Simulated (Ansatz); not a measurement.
## Worked example: B–CH–Cl, sextet against B–CH–Cl, quartet

Geometry (PBE0/def2-TZVP stationary point of a quartet), kept for both states (B–CH–Cl, quartet: A''; B–CH–Cl, sextet: A'):

```xyz
4

B     0.0000   -0.4495    1.9288
C     0.0000    0.4656    0.7691
Cl    0.0000   -0.0648   -0.8713
H     0.0000    1.5530    0.7950
```

Basis cc-pVDZ; Ansatz 0.2.0. Only valence electrons are correlated (noble-gas cores frozen). R marks a restricted (for open shells ROHF) determinant, U an unrestricted one.

Full CI isn't at hand for all of this; UCCSDT(Q) serves as the reference, and is uncertain by about the last step of the cluster series.

```json
{"level": "UHF", "E(B–CH–Cl, quartet) (hartree)": "-522.476915", "E(B–CH–Cl, sextet) (hartree)": "-522.235169"}
{"level": "UMP2", "E(B–CH–Cl, quartet) (hartree)": "-522.759686", "E(B–CH–Cl, sextet) (hartree)": "-522.498073"}
{"level": "UCCSD(T)", "E(B–CH–Cl, quartet) (hartree)": "-522.802395", "E(B–CH–Cl, sextet) (hartree)": "-522.547166"}
{"level": "PBE", "E(B–CH–Cl, quartet) (hartree)": "-523.270517", "E(B–CH–Cl, sextet) (hartree)": "-523.022614"}
{"level": "wB97M-V", "E(B–CH–Cl, quartet) (hartree)": "-523.489597", "E(B–CH–Cl, sextet) (hartree)": "-523.224365"}
{"level": "UCCSDT(Q)", "E(B–CH–Cl, quartet) (hartree)": "-522.804337", "E(B–CH–Cl, sextet) (hartree)": "-522.549343"}
```

Problem. Give the vertical gap, B–CH–Cl sextet less B–CH–Cl quartet, at each level in eV (1 hartree = 27.2114 eV), and each error against UCCSDT(Q).

Solution. UCCSDT(Q): (-522.549343 − (-522.804337)) × 27.2114 = 6.939 eV (the reference)
wB97M-V: (-523.224365 − (-523.489597)) × 27.2114 = 7.217 eV, error 0.278 eV
PBE: (-523.022614 − (-523.270517)) × 27.2114 = 6.746 eV, error -0.193 eV
UCCSD(T): (-522.547166 − (-522.802395)) × 27.2114 = 6.945 eV, error 0.006 eV
UMP2: (-522.498073 − (-522.759686)) × 27.2114 = 7.119 eV, error 0.180 eV
UHF: (-522.235169 − (-522.476915)) × 27.2114 = 6.578 eV, error -0.361 eV

Total energies of functionals can't be set beside those of wave-function methods, since they hold the core's correlation and their own absolute errors; only the differences compare.

In so small a basis the reference is far from its limit while semilocal and hybrid functionals are nearer theirs, so the functionals' errors here hold much of the reference's basis and frozen-core error, which can add to them or hide them.

Each level lands on the state that its own search finds; the functionals scatter so widely here that some may stand on another one. T1 diagnostics of restricted CCSD: 0.027 and 0.039.
